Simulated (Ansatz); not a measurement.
Worked example: vertical energy of the triplet above the singlet of C5H10 (1-pentene)

The species is C5H10 (15 atoms), meant as a singlet with charge 0. SMILES: `C=CCCC`. The shape is that of a PBE0-D4/def2-TZVP optimisation. This is one conformer, not always the lowest.

Both states at this one shape; open shells run unrestricted unless said. 1 Eh = 27.2114 eV.

```tsv
level	program	singlet C5H10 (Eh)	triplet C5H10 (Eh)
r2SCAN/6-31G* (spherical functions)	Ansatz	-196.388373	-196.231935
B3LYP/6-31G* (spherical functions)	Ansatz	-196.530363	-196.363186
RPA@PBE0/6-31G* (spherical functions), 5 core orbitals frozen	Ansatz	-196.081795	-195.911666
BCCD(T)/6-31G* (spherical functions), 5 core orbitals frozen	Ansatz	-195.864249	-195.691966
```

**Question.** Work out the vertical gap, second state less first, at each level.

**Answer.** 
1. r2SCAN/6-31G* (spherical functions): -196.231935 − (-196.388373) = 0.156438 Eh = 4.26 eV.
2. B3LYP/6-31G* (spherical functions): -196.363186 − (-196.530363) = 0.167177 Eh = 4.55 eV.
3. RPA@PBE0/6-31G* (spherical functions): -195.911666 − (-196.081795) = 0.170129 Eh = 4.63 eV.
4. BCCD(T)/6-31G* (spherical functions): -195.691966 − (-195.864249) = 0.172283 Eh = 4.69 eV.

No measured value is set beside it here; the levels span 4.26 to 4.69 eV.
